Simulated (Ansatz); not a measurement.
`B1N[SiH2]1`, relaxed with RKS PBE0-D4/def2-TZVP in Ansatz 0.2.0 from a PBE-D4/def2-SVP geometry. The force threshold is 0.005 eV/Å; the program also tests the step.

Charge 0, multiplicity 1.

Start:

```xyz
7

B    -0.637   -0.884   -0.388
N    -0.795    0.346    0.226
Si    0.978    0.144    0.004
H    -1.343   -1.783   -0.781
H    -1.559    0.939    0.564
H     1.754    0.079    1.292
H     1.602    1.159   -0.916
```

Q: How much energy does the relaxation release, and in how many steps? (Estimate.)

A: Computed: 3.87 kJ/mol, in 6 steps.

Q: Which bonds change most? (Best estimate.)

A: The calculation gave: N2–Si3 from 1.799 to 1.756 Å; B1–Si3 from 1.955 to 1.929 Å; B1–H4 from 1.208 to 1.188 Å; Si3–H6 from 1.505 to 1.485 Å.

Q: Give the relaxed structure. (Best estimate.)

A: The calculation gave: 
```xyz
7

B    -0.622   -0.881   -0.388
N    -0.779    0.344    0.221
Si    0.954    0.157    0.012
H    -1.334   -1.752   -0.766
H    -1.540    0.917    0.554
H     1.735    0.076    1.272
H     1.586    1.140   -0.905
```
